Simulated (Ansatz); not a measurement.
`NC1(F)C=C1` and `NC1(O)C=C1` differ in one atom or group.

Ansatz, PBE0-D4/def2-TZVP geometries, multiplicity 1. Each molecule was computed in one conformer, which needn't be the lowest.

```csv
property,`NC1(F)C=C1`
HOMO–LUMO gap (PBE/def2-TZVPP) / eV,4.71
HOMO energy (PBE0/def2-TZVPP) / eV,-7.56
HOMO–LUMO gap (PBE0/def2-TZVPP) / eV,7.36
size of the dipole moment (B3LYP/def2-TZVPP) / D,1.06
HOMO–LUMO gap (B3LYP/def2-TZVPP) / eV,6.83
HOMO energy (ωB97M-V/def2-TZVPP) / eV,-9.97
```

Task: What does the change do to each property? (An estimate is asked.)

Result: Ansatz gave: 
| property | `NC1(O)C=C1` | shift |
| --- | --- | --- |
| HOMO–LUMO gap (PBE/def2-TZVPP) / eV | 4.18 | -0.53 |
| HOMO energy (PBE0/def2-TZVPP) / eV | -6.63 | 0.93 |
| HOMO–LUMO gap (PBE0/def2-TZVPP) / eV | 6.64 | -0.72 |
| size of the dipole moment (B3LYP/def2-TZVPP) / D | 1.75 | 0.69 |
| HOMO–LUMO gap (B3LYP/def2-TZVPP) / eV | 6.17 | -0.66 |
| HOMO energy (ωB97M-V/def2-TZVPP) / eV | -8.94 | 1.03 |

With PBE0 the HOMO rises by 0.93 eV and the LUMO rises by 0.21 eV, so the gap narrows by about 0.72 eV. PBE moves the HOMO by 0.75 eV and ωB97M-V by 1.03 eV. The zero-point energy changes by 32.3 kJ/mol with +3 modes. Dipoles are sizes alone; their direction can turn.

B3LYP here is the variant with VWN-RPA as its local correlation; programs differ in this.
